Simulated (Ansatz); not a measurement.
C2H3NO can be A, `C=CN=O`, or B, `OC1=CN1`.

Calculated with Ansatz (gas phase, PBE0-D4/def2-TZVP geometries, no zero-point term in ΔE). CBS: MP2 limit from def2 TZ/QZ plus the TZ coupled-cluster correction, frozen cores. Functionals use def2-TZVPP. Each species was taken in one conformer, which may not be the lowest.

Q: Which isomer does CCSD(T)/CBS put lower? Give the gap. (Estimate.)

A: The calculation gave: A, by 63.8 kJ/mol.

Q: Give E(B) − E(A) in kJ/mol with MP2/def2-TZVPP, BLYP-D4, CCSD(T)/def2-TZVPP, ωB97M-V, CCSD(T)/def2-SVP, PBE0-D4, HF/def2-TZVPP. (An estimate is asked.)

A: Computed: MP2/def2-TZVPP 50.7, BLYP-D4 84.7, CCSD(T)/def2-TZVPP 71.1, ωB97M-V 59.0, CCSD(T)/def2-SVP 88.0, PBE0-D4 54.1, HF/def2-TZVPP 86.3. None reverses the order clearly.

Q: Does the order hold for the free energy at 298.15 K (harmonic terms from PBE0-D4)? (An estimate is asked.)

A: Computed: Yes: G(B) − G(A) = +64.1 kJ/mol, for one conformer each.

Largest T1 diagnostic: 0.015.

Leaving LDA and LC-ωPBE aside and taking each functional with its dispersion term where it has one, the values, not all of them listed here, spread over 34.9 kJ/mol, from PBE-QIDH to BLYP-D4. LDA lies −28.8 kJ/mol from PBE without D4. From r2SCAN to r2SCAN0 (25 % exact exchange), in def2-TZVPP and without D4, E(B) − E(A) moves by −9.5 kJ/mol.
